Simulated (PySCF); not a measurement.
H6PSi (charge +1).
Bonds: Si1–P2. Hydrogens: H3, H4, H5 on Si1; H6, H7, H8 on P2.

The same species was optimised twice, with GFN2-xTB and with PBE0-D3(BJ)/def2-SVP (PySCF), and the same property calculations (PySCF, gas phase) were run on both structures.

| coordinate | GFN2-xTB | PBE0-D3(BJ)/def2-SVP | change |
| --- | --- | --- | --- |
| Si1–P2 (Å) | 2.357 | 2.320 | -0.037 |
| P2–H6 (Å) | 1.378 | 1.413 | +0.035 |
| P2–H8 (Å) | 1.378 | 1.413 | +0.035 |
| P2–H7 (Å) | 1.378 | 1.413 | +0.035 |
| Si1–H5 (Å) | 1.461 | 1.482 | +0.021 |
| Si1–H3 (Å) | 1.461 | 1.482 | +0.021 |
| Si1–H4 (Å) | 1.461 | 1.482 | +0.021 |
| H6–P2–H7 (°) | 99.7 | 105.2 | +5.5 |
| H6–P2–H8 (°) | 99.7 | 105.2 | +5.5 |
| H7–P2–H8 (°) | 99.7 | 105.2 | +5.5 |
| Si1–P2–H8 (°) | 118.1 | 113.5 | -4.6 |
| Si1–P2–H6 (°) | 117.9 | 113.3 | -4.6 |
| Si1–P2–H7 (°) | 118.2 | 113.6 | -4.6 |
| P2–Si1–H4 (°) | 100.3 | 102.2 | +1.9 |
| P2–Si1–H5 (°) | 100.3 | 102.1 | +1.8 |

Rotational constants: A = 47158, B = 4896, C = 4896 MHz (GFN2-xTB) against A = 44227, B = 5041, C = 5041 MHz (PBE0-D3(BJ)/def2-SVP). Point groups within 0.08 Å: C3v and C3v. Atoms that the bonding makes alike are paired by their places after alignment.

On the GFN2-xTB structure: isotropic polarisability (au) 47.7 [CAM-B3LYP/def2-SVPD]; HOMO (eV) -17.06 [CAM-B3LYP/def2-SVPD]; LUMO (eV) -4.75 [CAM-B3LYP/def2-SVPD]; HOMO (eV) -15.69 [PBE0/pcSseg-1]; LUMO (eV) -5.82 [PBE0/pcSseg-1]; GIAO shielding of Si1 (ppm) 419.4 [PBE0/pcSseg-1]; GIAO shielding of P2 (ppm) 511.1 [PBE0/pcSseg-1]; Si1s of Si1 (eV) 1852.92 [delta-SCF UKS SCAN, pcX-2 on the ionised atom, pcseg-1 elsewhere, spin-free X2C]; Si2p of Si1 (eV) 113.38 [delta-SCF UKS SCAN, pcX-2 on the ionised atom, pcseg-1 elsewhere, spin-free X2C]; P1s of P2 (eV) 2157.49 [delta-SCF UKS SCAN, pcX-2 on the ionised atom, pcseg-1 elsewhere, spin-free X2C]; P2p of P2 (eV) 144.27 [delta-SCF UKS SCAN, pcX-2 on the ionised atom, pcseg-1 elsewhere, spin-free X2C].

Problem. What do these properties become on the PBE0-D3(BJ)/def2-SVP structure?

Solution. 
```
                                    property                                                                            level  on GFN2-xTB  on PBE0-D3(BJ)/def2-SVP  change
               isotropic polarisability (au)                                                              CAM-B3LYP/def2-SVPD         47.7                     48.7    +1.0
                                   HOMO (eV)                                                              CAM-B3LYP/def2-SVPD       -17.06                   -16.81   +0.25
                                   LUMO (eV)                                                              CAM-B3LYP/def2-SVPD        -4.75                    -4.51   +0.24
energy, GFN2-xTB geometry as zero (kcal/mol)                                                              CAM-B3LYP/def2-SVPD          0.0                     -2.6    -2.6
                                   HOMO (eV)                                                                    PBE0/pcSseg-1       -15.69                   -15.44   +0.25
                                   LUMO (eV)                                                                    PBE0/pcSseg-1        -5.82                    -5.54   +0.28
energy, GFN2-xTB geometry as zero (kcal/mol)                                                                    PBE0/pcSseg-1          0.0                     -2.7    -2.7
                 GIAO shielding of Si1 (ppm)                                                                    PBE0/pcSseg-1        419.4                    424.8    +5.4
                  GIAO shielding of P2 (ppm)                                                                    PBE0/pcSseg-1        511.1                    482.4   -28.7
                            Si1s of Si1 (eV)  delta-SCF UKS SCAN, pcX-2 on the ionised atom, pcseg-1 elsewhere, spin-free X2C      1852.92                  1852.74   -0.18
                            Si2p of Si1 (eV)  delta-SCF UKS SCAN, pcX-2 on the ionised atom, pcseg-1 elsewhere, spin-free X2C       113.38                   113.19   -0.19
                              P1s of P2 (eV)  delta-SCF UKS SCAN, pcX-2 on the ionised atom, pcseg-1 elsewhere, spin-free X2C      2157.49                  2157.74   +0.25
                              P2p of P2 (eV)  delta-SCF UKS SCAN, pcX-2 on the ionised atom, pcseg-1 elsewhere, spin-free X2C       144.27                   144.48   +0.21
```

The heavy atoms differ by 0.018 Å rms after alignment. Among all bonds Si1–P2 changes most (-0.037 Å). Changes are differences of the printed values. Neither structure is proved a minimum here. Isolated species at its PBE0-D3(BJ)/def2-SVP geometry, gas phase.
